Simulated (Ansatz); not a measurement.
## H$_{3}$Si–AsH$_{2}$, singlet in cc-pVTZ: errors against RCCSDT(Q)

Geometry: a PBE0/def2-TZVP stationary point for this spin, not checked as a minimum.

| atom | x (Å) | y (Å) | z (Å) |
| --- | --- | --- | --- |
| Si | -0.0286 | 0.0000 | 1.6719 |
| As | 0.0384 | 0.0000 | -0.6936 |
| H | 0.6883 | -1.2086 | 2.1561 |
| H | 0.6883 | 1.2086 | 2.1561 |
| H | -1.4075 | 0.0000 | 2.2252 |
| H | -1.0136 | -1.0975 | -0.7832 |
| H | -1.0136 | 1.0975 | -0.7832 |

Basis cc-pVTZ; Ansatz 0.2.0. Only valence electrons are correlated (noble-gas cores and the filled d shells of p-block atoms frozen), which leaves 14 electrons in 128 orbitals. Prefix R: restricted or restricted open-shell reference. No spin–orbit coupling is included, and no scalar relativity.

Full CI isn't at hand for all of this; RCCSDT(Q) serves as the reference, and is uncertain by about the last step of the cluster series.

```
UHF ⟨S²⟩                          : 0.000
T1 diagnostic (RCCSD)             : 0.0127
largest doubles amplitude (RCCSD) : 0.029
```

**Question.** From what is known of these methods and the diagnostics, rank them by the size of their error in total energy against RCCSDT(Q) in cc-pVTZ, smallest first (an estimate: the text doesn't fix the numbers).
A. RHF
B. RMP2
C. RCCSDT
D. RCCSD(T)
E. RCCSD

**Answer.** C (1.3 kJ/mol), D (4.8 kJ/mol), E (34.5 kJ/mol), B (153.2 kJ/mol), A (884.3 kJ/mol).

All errors are against RCCSDT(Q) in cc-pVTZ. Within each family the higher level lies nearer, as is usual though not guaranteed.

Atomization energy (electronic, same basis, no zero-point term; atoms at the same level, unrestricted beside the R rows where the molecule is a closed shell, but restricted open-shell past Ca, as are all atoms' steps beyond CCSDT(Q)) at RCCSDT(Q): 1766.6 kJ/mol. Errors of other levels:

| level | error (kJ/mol) |
| --- | --- |
| RHF | -445.2 |
| RMP2 | -50.3 |
| RCCSD | -16.7 |
| RCCSD(T) | -1.0 |
| BCCD(T) | -0.7 |
| RCCSDT | -1.0 |

This basis is far from its limit, so the value isn't to be set against a measured one.
